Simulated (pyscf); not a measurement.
`[CH3][O][AlH2]` → `[CH4]` + `[O]=[AlH]`, an elimination (singlet surface; C–O, Al–H broken, C–H formed). Structures and frequencies: ωB97X-D3(BJ)/def2-SVP in PySCF. MP2 and CC: frozen core, UHF for open shells. ΔMP2 is the change of the MP2 total energy from the triple- to the quadruple-zeta basis. Energies in kJ/mol from the reactant's lowest minimum found.

Small-basis levels: PySCF, no dispersion term, spherical d functions. 

Q: Quick B3LYP/LANL2DZ single points give ΔE‡ = 396.8 kJ/mol and ΔE = +104.2 kJ/mol. What does CCSD(T)/def2-TZVPP + ΔMP2(QZVPP) give, and how far is the quick result from it?

A: CCSD(T)/def2-TZVPP + ΔMP2(QZVPP) gives ΔE‡ = 381.0 kJ/mol and ΔE = +116.3 kJ/mol. B3LYP/LANL2DZ lies 15.8 kJ/mol over it in the barrier and 12.2 kJ/mol under it in the reaction energy, so on this step it does not hold to within 12.6 kJ/mol. CCSD(T)/def2-TZVPP + ΔMP2(QZVPP) has limits of its own. The same reactants have a lower exit, to H₃C–O–Al [singlet] + H₂ (barrier +339.5 kJ/mol at ωB97M-D3(BJ), against +387.1 kJ/mol here). H₃C–O–AlH₂ lies 102.4 kJ/mol over its isomer H₃C–AlH–OH, and others may lie lower still (electronic energy, ωB97M-D3(BJ)). O=AlH lies 183.7 kJ/mol over its isomer HO–Al [singlet], and others may lie lower still (electronic energy, ωB97M-D3(BJ)). This is the saddle that the search found; another between the same sides may lie lower. The CCSD(T) − MP2 part came from Ansatz, without density fitting, on the same reference. The largest closed-shell T1 diagnostic is 0.032, which may signal static correlation.
